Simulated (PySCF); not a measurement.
**The bond of HF+, level by level**

What are the lowest state that PBE0 finds, the bond length, vibrational wavenumber and bond energy of HF+, and how much do these hang on the method?

Computed with PySCF 2.14.0. Level: H 6-31G(d,p), F 6-31G(d,p), no relativity.

## 1. Input

A driver script around PySCF takes these settings:

* atoms: H, F
* charge: 1
* basis: H 6-31G(d,p), F 6-31G(d,p)
* Hamiltonian: no relativity
* basis functions: 19
* electrons treated: 9
* masses in u: 1.0078, 18.9984
* levels: PBE0, PBE, r²SCAN, B3LYP, M06-2X, BLYP, CAM-B3LYP, HF, MP2, SCS-MP2, CCSD, CCSD(T)
* grid: 80 radial by 434 angular points
* occupations: held fixed by the projection of orbital angular momentum
* dissociation limit: H+ + F, each in its ground configuration
* starting distance in angstrom: 1.035
* values of 2S to try: 1, 3

The run is started by

```
OMP_NUM_THREADS=1 python dia.py task.json out
```

After this run come: First curve: PBE0; PBE (GGA); r²SCAN (meta-GGA); B3LYP (global hybrid GGA); M06-2X (hybrid meta-GGA); BLYP (GGA); CAM-B3LYP (range-separated hybrid); UHF; Correlated methods on the Hartree–Fock reference.

What does the calculation give? Wanted: for each run, Re; ωe; De; μ.

The runs gave:

Lowest PBE0 solution found, without spin–orbit coupling: ²Π (doublet), unpaired electrons π ↑.

| level | Re (Å) | ωe (cm⁻¹) | De (eV) | μ (D) |
| --- | --- | --- | --- | --- |
| UHF | 0.984 | 3287 | 3.57 | -2.69 |
| UHF-MP2 | 1.006 | 3114 | 3.75 | n/a |
| UHF-SCS-MP2 | 1.005 | 3121 | 3.78 | n/a |
| UHF-CCSD | 1.007 | 3110 | 3.79 | n/a |
| UHF-CCSD(T) | 1.008 | 3099 | 3.81 | n/a |
| PBE | 1.026 | 2914 | 3.94 | -2.64 |
| BLYP | 1.031 | 2868 | 3.92 | -2.66 |
| r²SCAN | 1.013 | 3027 | 3.83 | -2.66 |
| B3LYP | 1.017 | 2989 | 3.81 | -2.67 |
| PBE0 | 1.010 | 3055 | 3.82 | -2.65 |
| M06-2X | 1.012 | 3072 | 3.75 | -2.70 |
| CAM-B3LYP | 1.017 | 3000 | 3.77 | -2.69 |

De is counted to H+ + F in their ground configurations. A positive dipole points from H to F; in an ion it is taken about the centre of mass and does not tell which atom is negative.

Differences from CCSD(T) in the same basis:

| level | Re (mÅ) | ωe (%) |
| --- | --- | --- |
| UHF | -23 | +6.1 |
| UHF-MP2 | -2 | +0.5 |
| UHF-SCS-MP2 | -2 | +0.7 |
| UHF-CCSD | -1 | +0.3 |
| PBE | +18 | -6.0 |
| BLYP | +23 | -7.4 |
| r²SCAN | +5 | -2.3 |
| B3LYP | +10 | -3.6 |
| PBE0 | +3 | -1.4 |
| M06-2X | +4 | -0.9 |
| CAM-B3LYP | +10 | -3.2 |

**Reading.** Against CCSD(T) in the same basis, the bond length is nearest at UHF-CCSD (-1 mÅ) and farthest at UHF and BLYP (23 mÅ off); the wavenumber is nearest at UHF-CCSD (+0.3 %) and farthest at BLYP (-7.4 %). Hartree–Fock falls on the short and stiff side, its usual fault. PBE gives a bond that is too long and too soft, as GGAs tend to. CCSD(T) in a basis this small is itself some way from its limit, more so than the functionals. Of the levels with a De here, UHF gives the least (3.57 eV) and PBE the most (3.94 eV).

Correlated steps freeze 1 core orbital.
